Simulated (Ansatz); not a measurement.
Geometry optimisation, RKS r2SCAN-D4/def2-SVP (Ansatz).

input.yaml

```yaml
crystal:
  periodic: [false, false, false]
  atoms:
    - { symbol: B, position_ang: [-1.054, 0.7211, -0.8978] }
    - { symbol: Si, position_ang: [0.5245, 0.1621, -0.0488] }
    - { symbol: "N", position_ang: [0.1525, -1.2908, 0.9174] }
    - { symbol: H, position_ang: [-1.6978, -0.0376, -1.4456] }
    - { symbol: H, position_ang: [-1.098, 1.8354, -1.4127] }
    - { symbol: H, position_ang: [1.0445, 1.2477, 0.821] }
    - { symbol: H, position_ang: [1.5569, -0.157, -1.0701] }
    - { symbol: H, position_ang: [-0.62252, -0.94034, 1.62369] }
    - { symbol: H, position_ang: [-0.36208, -1.9755, 0.27829] }
basis:
  gaussian: { orbitals: def2-SVP }
hamiltonian:
  xc: r2scan
  dispersion: d4
relax:
  f_tol: 0.015
  max_steps: 40
```

Launched with:

```bash
$ ansatz run input.yaml --threads 1 --pin off --max-ram 2048MiB --backend cpu --events-out ev --progress --plain --runs-dir out
```

Question: Where does it end, and by what steps?

Answer: It converged. After 32 steps the energy has fallen by 0.838 eV; H8 moved furthest, 1.21 Å.

```
step  energy less start (eV)  largest force component (eV/Å)  accepted
   0                  0.0000                           2.366       yes
   2                 -0.6878                           1.248       yes
   4                 -0.7645                           0.166       yes
   6                 -0.7272                           0.569        no
   8                 -0.7780                           0.325       yes
  10                 -0.7773                           0.458        no
  12                 -0.7810                           0.047       yes
  14                 -0.7794                           0.117        no
  16                 -0.7824                           0.139       yes
  18                 -0.7835                           0.158       yes
  20                 -0.7869                           0.318       yes
  22                 -0.7908                           0.234       yes
  24                 -0.8037                           0.526       yes
  26                 -0.8355                           0.109       yes
  28                 -0.8366                           0.058       yes
  30                 -0.8375                           0.034       yes
  32                 -0.8378                           0.012       yes
```

```xyz
9
Properties=species:S:1:pos:R:3
B -1.031 0.804 -1.250
Si 0.376 0.190 0.038
N -0.173 -1.158 0.992
H -1.921 0.077 -1.628
H -0.979 1.906 -1.745
H 0.829 1.255 0.987
H 1.573 -0.061 -0.862
H 0.431 -1.537 1.715
H -0.660 -1.913 0.517
```

Time of the run: 51 s on 1 thread of Intel(R) Xeon(R) 6975P-C (Granite Rapids) (shared host), peak memory 0.17 GiB.
